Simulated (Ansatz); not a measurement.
**1T (CdI2-type) PtS₂**

Method: LDA (plane waves, PAW; Ansatz, a program for electronic structure).

Run with plane-wave cutoff 520 eV, 12×12×8 k mesh (along the axes of the cell as run), Fermi–Dirac smearing 0.01 eV, scalar-relativistic PAW data made under PBE.

Cell: relaxed at this level.

```yaml
volume_per_atom: 16.60 Å³/atom
bulk modulus B0: 49.2 GPa
lattice_parameter_a: 3.562 Å
lattice_parameter_c: 4.534 Å
band_gap: zero (no gap)
```

Measured, for comparison: band gap 0.7 eV (temperature not stated, no zero-point or thermal correction, bulk, cited; as tabulated in Two-dimensional noble-metal chalcogenides and phosphochalcogenides, Angew. …); lattice constant a 3.542 Å (temperature not stated, no zero-point or thermal correction; as tabulated in Björkman (2014), arXiv:1406.2436); lattice parameter c 5.036 Å (temperature not stated, zero-point anharmonic expansion removed (computed with revB86b-DF2); no thermal correction; as tabulated in Björkman (2014), arXiv:1406.2436). Computed (rounded) less measured: lattice constant a +0.6 %, lattice parameter c -10.0 %.

Note: the gap of the solid is closed in this run; this level leaves the solid without a gap, although one is measured; the bulk modulus comes from volumes at which shape and atoms were relaxed.

Spin–orbit coupling is not included; it can open a gap where bands touch, and shift volumes and moduli.

Static lattice: no zero-point or thermal effects.
